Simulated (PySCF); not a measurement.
Energy landscape of CH₃, doublet: umbrella (inversion) coordinate, bond length relaxed. Scanned: angle between the C-H bonds and the threefold axis (90 = planar). Other coordinates (C-H bond length) were minimised at PBE0/def2-TZVP.

PBE = PySCF with unrestricted PBE/cc-pVTZ; B3LYP = unrestricted B3LYP/cc-pVTZ (PySCF); CCSD(T) on UHF/cc-pVTZ, 1 core orbital frozen (PySCF).

Energies relative to the lowest point of each profile, in kJ/mol; the last columns give the difference from CCSD(T):

```json
[
 {"a / °": "90", "PBE": "0.0", "B3LYP": "0.0", "CCSD(T)": "0.0", "PBE − CCSD(T)": "0.0", "B3LYP − CCSD(T)": "0.0"},
 {"a / °": "93", "PBE": "0.4", "B3LYP": "0.4", "CCSD(T)": "0.3", "PBE − CCSD(T)": "0.0", "B3LYP − CCSD(T)": "0.0"},
 {"a / °": "96", "PBE": "1.6", "B3LYP": "1.7", "CCSD(T)": "1.5", "PBE − CCSD(T)": "0.1", "B3LYP − CCSD(T)": "0.2"},
 {"a / °": "99", "PBE": "4.0", "B3LYP": "4.1", "CCSD(T)": "3.8", "PBE − CCSD(T)": "0.2", "B3LYP − CCSD(T)": "0.3"},
 {"a / °": "102", "PBE": "7.9", "B3LYP": "8.2", "CCSD(T)": "7.7", "PBE − CCSD(T)": "0.2", "B3LYP − CCSD(T)": "0.5"},
 {"a / °": "105", "PBE": "13.9", "B3LYP": "14.6", "CCSD(T)": "13.9", "PBE − CCSD(T)": "0.0", "B3LYP − CCSD(T)": "0.7"},
 {"a / °": "108", "PBE": "22.6", "B3LYP": "23.8", "CCSD(T)": "22.9", "PBE − CCSD(T)": "-0.3", "B3LYP − CCSD(T)": "0.9"},
 {"a / °": "111", "PBE": "34.6", "B3LYP": "36.4", "CCSD(T)": "35.4", "PBE − CCSD(T)": "-0.8", "B3LYP − CCSD(T)": "1.0"},
 {"a / °": "114", "PBE": "50.4", "B3LYP": "53.2", "CCSD(T)": "52.0", "PBE − CCSD(T)": "-1.6", "B3LYP − CCSD(T)": "1.2"},
 {"a / °": "117", "PBE": "70.6", "B3LYP": "74.7", "CCSD(T)": "73.3", "PBE − CCSD(T)": "-2.7", "B3LYP − CCSD(T)": "1.4"},
 {"a / °": "120", "PBE": "95.8", "B3LYP": "101.3", "CCSD(T)": "99.8", "PBE − CCSD(T)": "-4.0", "B3LYP − CCSD(T)": "1.6"},
 {"a / °": "123", "PBE": "126.4", "B3LYP": "133.8", "CCSD(T)": "131.9", "PBE − CCSD(T)": "-5.5", "B3LYP − CCSD(T)": "1.9"},
 {"a / °": "126", "PBE": "163.0", "B3LYP": "172.5", "CCSD(T)": "170.2", "PBE − CCSD(T)": "-7.2", "B3LYP − CCSD(T)": "2.3"},
 {"a / °": "129", "PBE": "206.1", "B3LYP": "218.0", "CCSD(T)": "215.2", "PBE − CCSD(T)": "-9.0", "B3LYP − CCSD(T)": "2.8"},
 {"a / °": "132", "PBE": "256.4", "B3LYP": "271.0", "CCSD(T)": "267.4", "PBE − CCSD(T)": "-11.0", "B3LYP − CCSD(T)": "3.6"}
]
```

PBE is furthest from CCSD(T) at 132 (-11.0 kJ/mol, below); its mean absolute difference over the points is 2.8 kJ/mol.

B3LYP is furthest from CCSD(T) at 132 (3.6 kJ/mol, above); its mean absolute difference over the points is 1.2 kJ/mol.
